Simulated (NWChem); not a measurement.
Everything below was run with NWChem. System: N, charge 1, spin multiplicity 3. Its SCF solution wasn't tested for a lower state. Level: UHF/def2-TZVP.

Job file:

```
start mol
memory heap 200 mb stack 900 mb global 1100 mb
charge 1
geometry units angstroms nocenter noautoz
  N      0.000000     0.000000     0.000000
  symmetry group D2h
end
basis spherical
  * library def2-tzvp
end
scf
  uhf
  nopen 2
  maxiter 100
  thresh 1e-7
  semidirect memsize 60000000 filesize 0
  # guess.movecs holds the orbitals of an unrestricted PBE0 run
  vectors input guess.movecs output mol.movecs
end
task scf energy
```

NWChem printed:

```
             Northwest Computational Chemistry Package (NWChem) 7.3.0
             --------------------------------------------------------

                                NWChem Input Module
                                -------------------

 Scaling coordinates for geometry "geometry" by  1.889725989
 (inverse scale =  0.529177249)

                             Geometry "geometry" -> ""
                             -------------------------

 Output coordinates in angstroms (scale by  1.889725989 to convert to a.u.)

  No.       Tag          Charge          X              Y              Z
 ---- ---------------- ---------- -------------- -------------- --------------
    1 N                    7.0000     0.00000000     0.00000000     0.00000000

 Effective nuclear repulsion energy (a.u.)       0.0000000000

            Nuclear Dipole moment (a.u.)
            ----------------------------
        X                 Y               Z
 ---------------- ---------------- ----------------
     0.0000000000     0.0000000000     0.0000000000

      Symmetry information
      --------------------

 Group name             D2h
 Group number             26
 Group order               8
 No. of unique centers     1

      Symmetry unique atoms

     1


 Summary of "ao basis" -> "" (spherical)
 ------------------------------------------------------------------------------
       Tag                 Description            Shells   Functions and Types
 ---------------- ------------------------------  ------  ---------------------
 *                         def2-tzvp                  on all atoms

 Summary of "ao basis" -> "ao basis" (spherical)
 ------------------------------------------------------------------------------
       Tag                 Description            Shells   Functions and Types
 ---------------- ------------------------------  ------  ---------------------
 N                         def2-tzvp                11       31   5s3p2d1f

                                 NWChem SCF Module
                                 -----------------

  ao basis        = "ao basis"
  functions       =    31
  atoms           =     1
  alpha electrons =     4
  beta  electrons =     2
  charge          =   1.00
  wavefunction    = UHF
  use symmetry    = T
  symmetry adapt  = T

 Summary of "ao basis" -> "ao basis" (spherical)
 ------------------------------------------------------------------------------
       Tag                 Description            Shells   Functions and Types
 ---------------- ------------------------------  ------  ---------------------
 N                         def2-tzvp                11       31   5s3p2d1f

      Symmetry analysis of basis
      --------------------------

        ag          9
        au          1
        b1g         2
        b1u         5
        b2g         2
        b2u         5
        b3g         2
        b3u         5

 Forming initial guess at       0.0s

   Symmetry analysis of molecular orbitals - initial alpha
   -------------------------------------------------------

  Numbering of irreducible representations:

     1 ag          2 au          3 b1g         4 b1u         5 b2g
     6 b2u         7 b3g         8 b3u

  Orbital symmetries:

     1 ag          2 ag          3 b1u         4 b3u         5 b2u
     6 ag          7 b1u         8 b3u         9 b2u        10 ag
    11 b2g        12 b1g        13 b3g        14 ag

   Symmetry analysis of molecular orbitals - initial beta
   ------------------------------------------------------

  Numbering of irreducible representations:

     1 ag          2 au          3 b1g         4 b1u         5 b2g
     6 b2u         7 b3g         8 b3u

  Orbital symmetries:

     1 ag          2 ag          3 b2u         4 b3u         5 b1u
     6 ag          7 b2u         8 b3u         9 b1u        10 ag
    11 b1g        12 b3g        13 b2g        14 ag

 Starting SCF solution at       0.1s

 ----------------------------------------------
         Quadratically convergent UHF

 Convergence threshold     :          1.000E-07
 Maximum no. of iterations :          100
 Integral*density screening:          1.000E-09
 ----------------------------------------------

              iter       energy          gnorm     gmax       time
             ----- ------------------- --------- --------- --------
                 1      -53.8897444002  2.63D-01  1.36D-01      0.1
                 2      -53.8918913787  2.75D-02  1.59D-02      0.1
                 3      -53.8919985202  6.65D-04  3.31D-04      0.2
                 4      -53.8919985753  1.98D-07  1.18D-07      0.2
                 5      -53.8919985753  2.92D-09  1.59D-09      0.2

       Final UHF  results
       ------------------

         Total SCF energy =    -53.891998575322
      One electron energy =    -70.057157974122
      Two electron energy =     16.165159398801
 Nuclear repulsion energy =      0.000000000000

                       Sz =      1.0000
                 Sz(Sz+1) =      2.0000
                      S^2 =      2.0069

        Time for solution =      0.1s

       Symmetry analysis of molecular orbitals - alpha
       -----------------------------------------------

  Numbering of irreducible representations:

     1 ag          2 au          3 b1g         4 b1u         5 b2g
     6 b2u         7 b3g         8 b3u

  Orbital symmetries:

     1 ag          2 ag          3 b3u         4 b1u         5 b2u
     6 ag          7 b1u         8 b3u         9 b2u        10 ag
    11 b2g        12 b3g        13 b1g        14 ag

       Symmetry analysis of molecular orbitals - beta
       ----------------------------------------------

  Numbering of irreducible representations:

     1 ag          2 au          3 b1g         4 b1u         5 b2g
     6 b2u         7 b3g         8 b3u

  Orbital symmetries:

     1 ag          2 ag          3 b2u         4 b1u         5 b3u
     6 ag          7 b2u         8 b1u         9 b3u        10 ag
    11 b3g        12 b1g        13 b2g        14 ag

          Final alpha eigenvalues
          -----------------------

              1
    1  -16.3205
    2   -1.6225
    3   -1.1164
    4   -1.1164
    5   -0.4606
    6    0.0153
    7    0.1088
    8    0.1088
    9    0.1495
   10    0.7583
   11    0.7583
   12    0.7781
   13    0.7781
   14    0.7859

          Final beta eigenvalues
          ----------------------

              1
    1  -16.2451
    2   -1.3059
    3   -0.4042
    4   -0.3265
    5   -0.3265
    6    0.0461
    7    0.1687
    8    0.2063
    9    0.2063
   10    0.8356
   11    0.8485
   12    0.8485
   13    0.8903
   14    0.8903

                    UHF Final Alpha Molecular Orbital Analysis
                    ------------------------------------------

 Vector    2  Occ=1.000000D+00  E=-1.622508D+00  Symmetry=ag
              MO Center= -9.8D-36, -2.4D-35, -2.7D-35, r^2= 5.0D-01
   Bfn.  Coefficient  Atom+Function         Bfn.  Coefficient  Atom+Function
  ----- ------------  ---------------      ----- ------------  ---------------
     4      0.563348  1 N  s                  3      0.488392  1 N  s
     2     -0.277955  1 N  s

 Vector    3  Occ=1.000000D+00  E=-1.116431D+00  Symmetry=b3u
              MO Center=  3.4D-20, -9.8D-39,  4.0D-34, r^2= 5.4D-01
   Bfn.  Coefficient  Atom+Function         Bfn.  Coefficient  Atom+Function
  ----- ------------  ---------------      ----- ------------  ---------------
     6      0.560803  1 N  px                 9      0.478035  1 N  px

 Vector    4  Occ=1.000000D+00  E=-1.116431D+00  Symmetry=b1u
              MO Center=  4.6D-34, -2.0D-37,  8.0D-20, r^2= 5.4D-01
   Bfn.  Coefficient  Atom+Function         Bfn.  Coefficient  Atom+Function
  ----- ------------  ---------------      ----- ------------  ---------------
     8      0.560803  1 N  pz                11      0.478035  1 N  pz

 Vector    5  Occ=0.000000D+00  E=-4.605861D-01  Symmetry=b2u
              MO Center= -4.7D-19,  4.9D-19, -3.7D-19, r^2= 8.2D-01
   Bfn.  Coefficient  Atom+Function         Bfn.  Coefficient  Atom+Function
  ----- ------------  ---------------      ----- ------------  ---------------
     7      0.443998  1 N  py                10      0.443884  1 N  py
    13      0.310422  1 N  py

 Vector    6  Occ=0.000000D+00  E= 1.525496D-02  Symmetry=ag
              MO Center= -1.3D-35, -2.5D-19, -3.4D-34, r^2= 2.8D+00
   Bfn.  Coefficient  Atom+Function         Bfn.  Coefficient  Atom+Function
  ----- ------------  ---------------      ----- ------------  ---------------
     5      2.010723  1 N  s                  4     -1.695487  1 N  s

 Vector    7  Occ=0.000000D+00  E= 1.087580D-01  Symmetry=b1u
              MO Center=  6.6D-34,  2.3D-37, -3.5D-21, r^2= 3.0D+00
   Bfn.  Coefficient  Atom+Function         Bfn.  Coefficient  Atom+Function
  ----- ------------  ---------------      ----- ------------  ---------------
    14      1.284666  1 N  pz                11     -0.603023  1 N  pz
     8     -0.243832  1 N  pz

                     UHF Final Beta Molecular Orbital Analysis
                     -----------------------------------------

 Vector    2  Occ=1.000000D+00  E=-1.305866D+00  Symmetry=ag
              MO Center=  9.9D-20,  7.9D-20,  8.1D-18, r^2= 5.6D-01
   Bfn.  Coefficient  Atom+Function         Bfn.  Coefficient  Atom+Function
  ----- ------------  ---------------      ----- ------------  ---------------
     4      0.565608  1 N  s                  3      0.423222  1 N  s
     2     -0.258983  1 N  s

 Vector    3  Occ=0.000000D+00  E=-4.041909D-01  Symmetry=b2u
              MO Center= -1.2D-34,  7.7D-20, -7.3D-37, r^2= 9.2D-01
   Bfn.  Coefficient  Atom+Function         Bfn.  Coefficient  Atom+Function
  ----- ------------  ---------------      ----- ------------  ---------------
     7      0.418991  1 N  py                10      0.418056  1 N  py
    13      0.368600  1 N  py

 Vector    4  Occ=0.000000D+00  E=-3.265277D-01  Symmetry=b1u
              MO Center=  2.9D-19,  1.1D-16,  3.1D-16, r^2= 1.0D+00
   Bfn.  Coefficient  Atom+Function         Bfn.  Coefficient  Atom+Function
  ----- ------------  ---------------      ----- ------------  ---------------
    14      0.443326  1 N  pz                 8      0.395417  1 N  pz
    11      0.374174  1 N  pz

 Vector    5  Occ=0.000000D+00  E=-3.265277D-01  Symmetry=b3u
              MO Center= -7.6D-22,  1.8D-29, -6.4D-31, r^2= 1.0D+00
   Bfn.  Coefficient  Atom+Function         Bfn.  Coefficient  Atom+Function
  ----- ------------  ---------------      ----- ------------  ---------------
    12      0.443326  1 N  px                 6      0.395417  1 N  px
     9      0.374174  1 N  px

 center of mass
 --------------
 x =   0.00000000 y =   0.00000000 z =   0.00000000

 moments of inertia (a.u.)
 ------------------
           0.000000000000           0.000000000000           0.000000000000
           0.000000000000           0.000000000000           0.000000000000
           0.000000000000           0.000000000000           0.000000000000

  Mulliken analysis of the total density
  --------------------------------------

    Atom       Charge   Shell Charges
 -----------   ------   -------------------------------------------------------
    1 N    7     6.00   0.83  1.15  0.78  1.07  0.17  0.99  0.87  0.14  0.00  0.00  0.00

  Mulliken analysis of the alpha density
  --------------------------------------

    Atom       Charge   Shell Charges
 -----------   ------   -------------------------------------------------------
    1 N    7     4.00   0.41  0.57  0.42  0.53  0.06  0.99  0.87  0.14  0.00  0.00  0.00

   Mulliken analysis of the beta density
   -------------------------------------

    Atom       Charge   Shell Charges
 -----------   ------   -------------------------------------------------------
    1 N    7     2.00   0.41  0.57  0.36  0.54  0.11  0.00  0.00 -0.00  0.00  0.00  0.00

   Mulliken analysis of the spin density
   -------------------------------------

    Atom       Charge   Shell Charges
 -----------   ------   -------------------------------------------------------
    1 N    7     2.00  -0.00 -0.00  0.06 -0.01 -0.06  0.99  0.87  0.14  0.00  0.00  0.00

       Multipole analysis of the density wrt the origin
       ------------------------------------------------

     L   x y z        total         alpha         beta         nuclear
     -   - - -        -----         -----         ----         -------
     0   0 0 0      1.000000     -4.000000     -2.000000      7.000000

     1   1 0 0     -0.000000     -0.000000     -0.000000      0.000000
     1   0 1 0     -0.000000     -0.000000      0.000000      0.000000
     1   0 0 1     -0.000000     -0.000000     -0.000000      0.000000

     2   2 0 0     -2.843331     -2.177780     -0.665551      0.000000
     2   1 1 0      0.000000     -0.000000      0.000000      0.000000
     2   1 0 1     -0.000000     -0.000000     -0.000000      0.000000
     2   0 2 0     -2.073676     -1.348553     -0.725123      0.000000
     2   0 1 1      0.000000     -0.000000      0.000000      0.000000
     2   0 0 2     -2.843331     -2.177780     -0.665551      0.000000

 Task  times  cpu:        0.2s     wall:        0.2s

 Total times  cpu:        0.2s     wall:        0.2s
```
